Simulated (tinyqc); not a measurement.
CIS and TDHF on RHF in the sto-6g basis, frozen core, for H2O, spin multiplicity 1, step by step. One step of it, computed by the program tinyqc.

Question. TDHF (RPA) singlet states. B(ia,jb) = 2 (ia|jb) - (ib|ja); the squared energies are the eigenvalues of (A - B)(A + B); 1 hartree = 27.211386 eV.

CIS matrix A, singlet (hartree), lower triangle:
```
           2>6        2>7        3>6        3>7        4>6       4>7        5>6       5>7
2>6   1.451978
2>7  -0.011642   1.531949
3>6  -0.004925   0.033024   0.803984
3>7  -0.054474   0.005917   0.017277   1.081344
4>6   0.062383  -0.014893  -0.025670  -0.097337   0.611903
4>7  -0.011622  -0.016783  -0.039939   0.012690  -0.002664  0.723920
5>6   0.000000   0.000000   0.000000   0.000000   0.000000  0.000000   0.471653
5>7   0.000000   0.000000   0.000000   0.000000   0.000000  0.000000  -0.008469  0.575828
```

Two-electron integrals over orbitals (pq|rs), unique and non-zero (hartree); the lowest 1 orbital is frozen and left out:
```
(22|22) 0.729286    (32|22) 0.007306    (32|32) 0.145139    (33|22) 0.645027
(33|32) -0.003999   (33|33) 0.634732    (42|22) 0.003661    (42|32) 0.000925
(42|33) 0.006417    (42|42) 0.125561    (43|22) 0.004838    (43|32) 0.020141
(43|33) 0.002032    (43|42) -0.005448   (43|43) 0.046364    (44|22) 0.683772
(44|32) -0.004231   (44|33) 0.602668    (44|42) -0.104780   (44|43) 0.007903
(44|44) 0.794973    (52|52) 0.145377    (53|52) -0.003208   (53|53) 0.028940
(54|52) -0.044746   (54|53) 0.001886    (54|54) 0.055139    (55|22) 0.750000
(55|32) -0.002000   (55|33) 0.629772    (55|42) -0.065526   (55|43) 0.007408
(55|44) 0.735288    (55|55) 0.880663    (62|22) -0.141138   (62|32) 0.008894
(62|33) -0.073619   (62|42) -0.021884   (62|43) -0.004970   (62|44) -0.093461
(62|55) -0.158339   (62|62) 0.100599    (63|22) 0.026560    (63|32) 0.043387
(63|33) 0.014816    (63|42) -0.010037   (63|43) 0.029393    (63|44) 0.023514
(63|55) 0.031442    (63|62) -0.015975   (63|63) 0.077293    (64|22) -0.094296
(64|32) -0.010659   (64|33) -0.040678   (64|42) 0.022921    (64|43) -0.003706
(64|44) -0.114677   (64|55) -0.110137   (64|62) 0.060729    (64|63) -0.019814
(64|64) 0.064614    (65|52) -0.059759   (65|53) 0.004911    (65|54) 0.001853
(65|65) 0.038584    (66|22) 0.608400    (66|32) -0.027025   (66|33) 0.572186
(66|42) 0.059076    (66|43) -0.013957   (66|44) 0.549094    (66|55) 0.585662
(66|62) -0.092338   (66|63) -0.011584   (66|64) -0.039822   (66|66) 0.603019
(72|22) 0.026075    (72|32) 0.040676    (72|33) 0.010076    (72|42) -0.000905
(72|43) -0.031400   (72|44) 0.019995    (72|55) 0.028742    (72|62) -0.007975
(72|63) -0.032270   (72|64) -0.012382   (72|66) 0.016579    (72|72) 0.063635
(73|22) 0.140166    (73|32) -0.011050   (73|33) 0.091347    (73|42) -0.071282
(73|43) 0.001916    (73|44) 0.162983    (73|55) 0.188161    (73|62) -0.076019
(73|63) 0.012482    (73|64) -0.070907   (73|66) 0.040980    (73|72) 0.018450
(73|73) 0.148276    (74|22) 0.005171    (74|32) -0.073514   (74|33) 0.006889
(74|42) 0.000767    (74|43) 0.004153    (74|44) 0.010836    (74|55) 0.009389
(74|62) -0.010747   (74|63) -0.042208   (74|64) 0.003915    (74|66) 0.020963
(74|72) -0.015561   (74|73) 0.013933    (74|74) 0.064992    (75|52) 0.010354
(75|53) 0.023310    (75|54) -0.001329   (75|65) -0.002359   (75|75) 0.025154
(76|22) -0.004308   (76|32) -0.097564   (76|33) 0.007688    (76|42) -0.009872
(76|43) -0.044477   (76|44) 0.010495    (76|55) 0.003751    (76|62) 0.002812
(76|63) -0.064883   (76|64) 0.010980    (76|66) 0.027925    (76|72) 0.007441
(76|73) 0.017757    (76|74) 0.053597    (76|76) 0.111867    (77|22) 0.628883
(77|32) 0.030983    (77|33) 0.611171    (77|42) -0.014340   (77|43) 0.015177
(77|44) 0.612214    (77|55) 0.629007    (77|62) -0.070398   (77|63) 0.035667
(77|64) -0.043676   (77|66) 0.558138    (77|72) 0.011710    (77|73) 0.092840
(77|74) -0.013908   (77|76) -0.026340   (77|77) 0.631811
```

Give: TDHF matrix B, singlet; squared energies w^2; TDHF energies from the positive w^2.

Answer.

TDHF matrix B, singlet (hartree), lower triangle:
```
         2>6      2>7      3>6      3>7     4>6     4>7      5>6     5>7
2>6   0.1006
2>7  -0.0080   0.0636
3>6  -0.0160   0.0115   0.0773
3>7  -0.1198   0.0184   0.0125   0.1483
4>6   0.0607  -0.0140  -0.0198  -0.0996  0.0646
4>7  -0.0091  -0.0156  -0.0135   0.0139  0.0039  0.0650
5>6   0.0000   0.0000   0.0000   0.0000  0.0000  0.0000   0.0386
5>7   0.0000   0.0000   0.0000   0.0000  0.0000  0.0000  -0.0024  0.0252
```

squared energies w^2 (hartree^2): 0.2203  0.3317  0.3400  0.4961  0.6639  1.1472  2.1004  2.3528

TDHF energies from the positive w^2 (eV): 12.7734  15.6719  15.8661  19.1661  22.1717  29.1448  39.4372  41.7387
